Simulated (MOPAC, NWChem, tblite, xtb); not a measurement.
## A ladder of methods for CH8AlN (SMILES C[NH2+][AlH3-])

CH8AlN: 11 atoms, total charge 0, spin state singlet. SMILES: `C[NH2+][AlH3-]`. The shape is that of a PBE0-D4/def2-TZVP optimisation.

Quantity: the dipole moment, in D. The values are calculated.

```json
{"level": "IPEA1-xTB", "kind": "semi-empirical", "program": "tblite", "value (D)": "6.75", "CPU time": "under 2 s"}
{"level": "MNDO", "kind": "semi-empirical", "program": "MOPAC", "value (D)": "5.93", "CPU time": "under 2 s"}
{"level": "PM6", "kind": "semi-empirical", "program": "MOPAC", "value (D)": "5.70", "CPU time": "under 2 s"}
{"level": "GFN2-xTB", "kind": "semi-empirical", "program": "xtb", "value (D)": "5.75", "CPU time": "under 2 s"}
{"level": "HF/STO-3G", "kind": "Hartree–Fock", "program": "NWChem", "value (D)": "5.37", "CPU time": "2.1 s"}
{"level": "HF/3-21G", "kind": "Hartree–Fock", "program": "NWChem", "value (D)": "5.99", "CPU time": "3 s"}
{"level": "BLYP/6-31G** (spherical functions)", "kind": "GGA", "program": "NWChem", "value (D)": "5.64", "CPU time": "43 s"}
{"level": "B3LYP/6-31G* (spherical functions)", "kind": "global hybrid", "program": "NWChem", "value (D)": "5.69", "CPU time": "31 s"}
{"level": "B3LYP/6-31G* (Cartesian functions)", "kind": "global hybrid", "program": "NWChem", "value (D)": "5.68", "CPU time": "32 s"}
```

The values span 5.37 to 6.75 D. Sets without polarisation functions give poor dipoles. CPU times are rough (shared hosts, several kinds of processor): they show what a rung costs within a factor of a few.
